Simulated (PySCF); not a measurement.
Compound: C5H11N.
Geometry (PBE0-D3(BJ)/def2-SVP, Å), atoms numbered from 1 in this order:
```xyz
17
C5H11N angstrom
C      2.7837   -0.4364    0.0795
C      1.3351   -0.3612   -0.2665
N      0.4466   -0.0491    0.5770
C     -0.9351   -0.0055    0.1502
C     -1.7329   -1.0208    0.9592
C     -1.4655    1.4094    0.3463
H      2.9317   -0.1970    1.1407
H      3.1806   -1.4439   -0.1274
H      3.3667    0.2663   -0.5382
H      1.0663   -0.5967   -1.3207
H     -1.0207   -0.2682   -0.9275
H     -1.6383   -0.8067    2.0348
H     -2.7988   -0.9881    0.6867
H     -1.3617   -2.0415    0.7834
H     -2.5287    1.4711    0.0686
H     -0.9042    2.1279   -0.2695
H     -1.3590    1.7104    1.3997
```

Linear response at CAM-B3LYP/def2-SVPD (PySCF, frozen core in the response, non-relativistic).

Static isotropic polarisability: 73.23 au (10.85 Å³), principal values 64.0, 64.6, 91.1 au.

Task: What is the polarisability at 1064 nm and at the sodium D line?

Result: 73.83 au at 1064 nm (+0.8 %), 75.25 au at 589.3 nm (+2.8 %). The rise at 589.3 nm is 3.36 times that at 1064 nm; a pure ω² law gives 3.26. The lowest singlet lies at 236 nm, shorter than both wavelengths.

Task: What is the isotropic C6 coefficient between two such molecules, C6 = (3/π)∫α(iω)² dω?

Result: 2240 au (Eh·bohr⁶) by a ten-point quadrature over imaginary frequencies, which is 1340 eV·Å⁶ or 129 J·nm⁶/mol.

Task: Which effective excitation energy ω̄ makes London's formula C6 = (3/4)α²ω̄ exact here?

Result: ω̄ = 4·C6/(3α²) = 0.557 Eh = 15.2 eV. A one-pole form α(ω) = α/(1 − ω²/ω̄²) fitted to the 1064 nm value gives 12.9 eV.

Task: How many electrons N does the Slater–Kirkwood formula C6 = (3/4)·√N·α^(3/2) need to give this C6?

Result: N = (4·C6/3)²/α³ = 22.7; the species has 48 electrons in all.

Task: How anisotropic is the static polarisability, by Δα² = ½[(α1 − α2)² + (α2 − α3)² + (α3 − α1)²]?

Result: Δα = 26.9 au, or 0.37 of the isotropic value.

Task: What molar refraction at the D line follows from R = (4π/3)·N_A·α′, with α′ the polarisability volume?

Result: α′ = 11.15 Å³ gives R = 28.13 cm³/mol, for isolated, non-vibrating species.

Task: What n − 1 at the D line would an ideal gas of it have at 273.15 K and 1 atm (2.6868 × 10¹⁹ cm⁻³), by n − 1 = 2π·N·α′?

Result: 18.82 × 10⁻⁴, a formal value whether or not that pressure can be reached.

Task: The lowest 6 singlets have (eV, f): 5.24, 0.001; 7.34, 0.056; 7.82, 0.259; 7.93, 0.201; 8.07, 0.232; 8.16, 0.009. What share of the static polarisability do they carry in the sum over states α = Σ f/ω²?

Result: 9.03 au, 12.3 % of α; the largest term, 3.13 au, is that of the state at 7.82 eV. Their oscillator strengths add up to 0.76. Higher states carry the rest.

Task: What does −C6/R⁶ come to at R = 10 Å between centres?

Result: -130 J/mol. This is the leading, orientation-averaged term; C8 and higher terms are left out.

The run took about 50 s of CPU time (one thread, shared machine). This is the whole response run at CAM-B3LYP/def2-SVPD, SCF included.

One conformer stands for the species.
